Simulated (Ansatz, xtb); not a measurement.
## A geometry optimisation of C2H3O− with r2SCAN-D4/def2-SVPD

The starting geometry of this gas-phase singlet has its atoms placed at random.

```
atom    x (Å)    y (Å)    z (Å)
   C  -0.7172   0.4046   0.5868
   C   0.0081  -1.4808  -0.1974
   O   1.0063   0.5437   1.0142
   H  -1.3265  -0.6626   0.7316
   H   1.2703  -0.4850   0.3989
   H   0.0067  -1.1667  -1.3936
```

Problem. Guess where an optimisation with r2SCAN-D4/def2-SVPD ends from this start.

Solution. It ends as `[H]/[C-]=C/O`. Distances that change by over a tenth: C1–H4 (1.24 → 1.11 Å), C2–H6 (1.24 → 1.11 Å). Contacts that close: C1–C2 (2.17 → 1.34 Å), C1–O3 (1.78 → 1.43 Å), O3–H5 (1.23 → 0.97 Å).

The energy falls by 8.37 eV over 14 steps:

| step | E − E(last) (eV) |
| --- | --- |
| 1 | 8.374 |
| 2 | 6.122 |
| 4 | 3.057 |
| 5 | 2.230 |
| 7 | 0.400 |
| 8 | 0.086 |
| 10 | 0.017 |
| 11 | 0.003 |
| 13 | 0.000 |
| 14 | 0.000 |

Final geometry (Å):

```
atom    x (Å)    y (Å)    z (Å)
   C  -0.2317  -0.4008   0.3440
   C   0.2252  -1.0400  -0.7356
   O   0.6458   0.2492   1.2618
   H  -1.2611  -0.2471   0.7272
   H   1.5040   0.0577   0.8415
   H  -0.6346  -1.4658  -1.2985
```

From the same start GFN2-xTB reaches the same bonding as this run.

From so rough a start the end depends on the optimiser's path, so another program may land elsewhere. No frequencies were run, so the end isn't proven a minimum. Run with Ansatz 0.2.0, 14 s on 2 threads of Intel(R) Xeon(R) Platinum 8259CL CPU @ 2.50GHz (Skylake/Cascade Lake) (shared host).
